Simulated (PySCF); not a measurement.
```xyz
4
charge 0 multiplicity 1, angstrom
Na    1.3999    0.0000    0.0000
Na   -1.3999    0.0000    0.0000
H     0.0000    1.5732    0.0000
H     0.0000   -1.5732    0.0000
```

Level of theory: PBE0/[Na def2-TZVP, H def2-TZVP], no relativity, density fitting, PySCF.

This geometry of Na2H2 is a stationary point at this level.

(1) What is the point group?

(2) Is it a minimum?

(3) Which band is strongest in the infrared?

(4) What are the dipole moment and the gap between the highest occupied and lowest empty levels?

Results:

(1) D2h.

(2) Yes: all harmonic wavenumbers are real.

(3) 834 cm⁻¹ (b2u), 929 km/mol.

(4) 0.00 D and 4.29 eV.

This need not be the most stable arrangement of these atoms.
